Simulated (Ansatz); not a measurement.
One change: `C#CC(O)S` becomes `CNC(O)S`.

Ansatz, PBE0-D4/def2-TZVP geometries, multiplicity 1. Each molecule was computed in one conformer, which needn't be the lowest.

```csv
property,`C#CC(O)S`
size of the dipole moment (PBE/def2-TZVPP) / D,1.78
HOMO–LUMO gap (PBE0/def2-TZVPP) / eV,7.14
LUMO energy (PBE0/def2-TZVPP) / eV,-0.12
size of the dipole moment (B3LYP/def2-TZVPP) / D,1.86
HOMO energy (B3LYP/def2-TZVPP) / eV,-7.01
HOMO energy (PBE/def2-TZVPP) / eV,-5.98
```

What does the change do to each property? (Estimate.)

Ansatz gave: 
```json
{"property": "size of the dipole moment (PBE/def2-TZVPP) / D", "`CNC(O)S`": "2.56", "shift": "0.78"}
{"property": "HOMO–LUMO gap (PBE0/def2-TZVPP) / eV", "`CNC(O)S`": "7.10", "shift": "-0.04"}
{"property": "LUMO energy (PBE0/def2-TZVPP) / eV", "`CNC(O)S`": "0.19", "shift": "0.31"}
{"property": "size of the dipole moment (B3LYP/def2-TZVPP) / D", "`CNC(O)S`": "2.61", "shift": "0.75"}
{"property": "HOMO energy (B3LYP/def2-TZVPP) / eV", "`CNC(O)S`": "-6.69", "shift": "0.32"}
{"property": "HOMO energy (PBE/def2-TZVPP) / eV", "`CNC(O)S`": "-5.57", "shift": "0.41"}
```

The zero-point energy changes by 95.0 kJ/mol with +9 modes. Dipoles are sizes alone; their direction can turn.

B3LYP here is the variant with VWN-RPA as its local correlation; programs differ in this.
